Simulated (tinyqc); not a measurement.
Inside a calculation. Method: harmonic frequencies on the UHF/sto-3g surface (energies and gradients from PySCF), for CH3, spin multiplicity 2. One step of it, computed by the program tinyqc.

Question. One row of the Hessian: 2Hx. Displace 2Hx by +/-0.01 bohr; H(k, :) = (g(+) - g(-)) / (2 delta).

optimised positions (bohr), order 1C, 2H, 3H, 4H:
$$\begin{pmatrix}
0.022821 & -0.010605 & 0.198895 \\
2.050711 & 0.073484 & -0.013558 \\
-1.049684 & 1.704624 & -0.069614 \\
-0.910465 & -1.795849 & -0.127061
\end{pmatrix}$$

gradient at +delta (hartree/bohr), order 1C, 2H, 3H, 4H:
$$\begin{pmatrix}
-0.00475021 & -0.00015814 & 0.00036546 \\
0.00482530 & 0.00016973 & -0.00045050 \\
-0.00004845 & -0.00009691 & 0.00004338 \\
-0.00002664 & 0.00008531 & 0.00004166
\end{pmatrix}$$

gradient at -delta (hartree/bohr), order 1C, 2H, 3H, 4H:
$$\begin{pmatrix}
0.00482867 & 0.00016919 & -0.00039043 \\
-0.00492026 & -0.00018145 & 0.00046678 \\
0.00005348 & 0.00008941 & -0.00003881 \\
0.00003810 & -0.00007715 & -0.00003753
\end{pmatrix}$$

Give: row of the Hessian.

Answer.

row of the Hessian (hartree/bohr^2): 1Cx -0.478944, 1Cy -0.016367, 1Cz 0.037795, 2Hx 0.487278, 2Hy 0.017559, 2Hz -0.045864, 3Hx -0.005097, 3Hy -0.009316, 3Hz 0.004110, 4Hx -0.003237, 4Hy 0.008123, 4Hz 0.003960
